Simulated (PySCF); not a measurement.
# Core-level binding energies of `COCC[PH-]`

Compound: C3H8OP (charge -1).
Numbering: `[CH3:1][O:2][CH2:3][CH2:4][PH-:5]`

Method: PySCF 2.14.0, delta-SCF UKS SCAN, pcX-2 on the ionised atom, pcseg-1 elsewhere, spin-free X2C. These are vertical core ionisation energies against the vacuum level, from separate self-consistent calculations with and without the core hole.

**Question.** What binding energy does each computed site have?

**Answer.** 
```json
{"atom(s)": "C4", "bonded to": "C, 2 H and P", "level": "C 1s", "binding energy (eV)": "285.09", "above the level's lowest (eV)": "0.00", "count": "1"}
{"atom(s)": "C3", "bonded to": "O, C and 2 H", "level": "C 1s", "binding energy (eV)": "287.18", "above the level's lowest (eV)": "+2.09", "count": "1"}
{"atom(s)": "O2", "bonded to": "2 C", "level": "O 1s", "binding energy (eV)": "534.03", "above the level's lowest (eV)": "0.00", "count": "1"}
{"atom(s)": "P5", "bonded to": "C and H", "level": "P 1s", "binding energy (eV)": "2141.89", "above the level's lowest (eV)": "0.00", "count": "1"}
```

Lowest listed C 1s: C4, bonded to C, 2 H and P. Highest, 2.09 eV above it: C3, bonded to O, C and 2 H. Summing the Pauling electronegativity differences to the bonded atoms, each weighted by its formal bond order, gives -1.06 for the lowest site and +0.19 for the highest.

**Question.** What is the longest wavelength that can ionise O 1s of O2 (atom 2) vertically?

**Answer.** λ = hc/E = 12398.42 eV Å / 534.03 eV = 23.217 Å.

**Question.** Which photon energy gives electrons from O 1s of O2 a kinetic energy of 20 eV, and what is their de Broglie wavelength?

**Answer.** hν = 534.03 + 20 = 554.03 eV, recoil neglected; λ = 12.264 Å/√(E/eV) = 2.74 Å.

The list is incomplete; no value stands for C 1s of C1 (hole states with ⟨S²⟩ of 1 or more are left out). The species carries charge -1, so core ionisation leaves a neutral species. The basis sets have no added diffuse functions. Geometry: GFN2-xTB, one conformer, isolated ion.

On an Arm Neoverse V1 with one thread, shared host, this took 50 s and 0.45 GiB of memory at its peak.

Conformer computed: `[CH3:1][O:2][CH2:3][CH2:4][PH-:5]`: C1–O2–C3–C4 179°, O2–C3–C4–P5 -179°, H–P5–C4–C3 -65°.
